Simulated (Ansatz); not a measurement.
Antiferromagnetic (type II) rock-salt MnS was calculated with LDA in Ansatz (PAW).

Numerical settings: plane-wave cutoff 500 eV, 12×12×12 k mesh, Fermi–Dirac smearing 0.05 eV, magnetic order afm2, spin-polarised with opposed moments, scalar-relativistic PAW data made under PBE.

Cell (relaxed at this level):

MnS is taken in the trigonal space group R-3m, hexagonal axes (No. 166), Pearson symbol hR2. Lattice parameters: a = 3.495 Å, b = 3.495 Å, c = 8.510 Å, α = 90.00°, β = 90.00°, γ = 120.00°. Mn on 3a sees 6 S at 2.466 Å (octahedral). S on 3b has 6 Mn at 2.466 Å (octahedral). (Neighbours: up to the widest gap in distance over summed covalent radii, below 1.35, at either atom; cation-cation and far metal-metal contacts left out.)
(The calculation used a cell of 4 atoms; values per cell refer to that cell.)

**Question.** What does this level give for the magnetic moment (largest site, within a sphere)?

**Answer.** 
magnetic moment (largest site, within a sphere): 3.72 μB

The run finds no gap.

Moments are spin moments.

Static lattice: no zero-point or thermal effects.

Ansatz is a quantum-chemistry and plane-wave program.
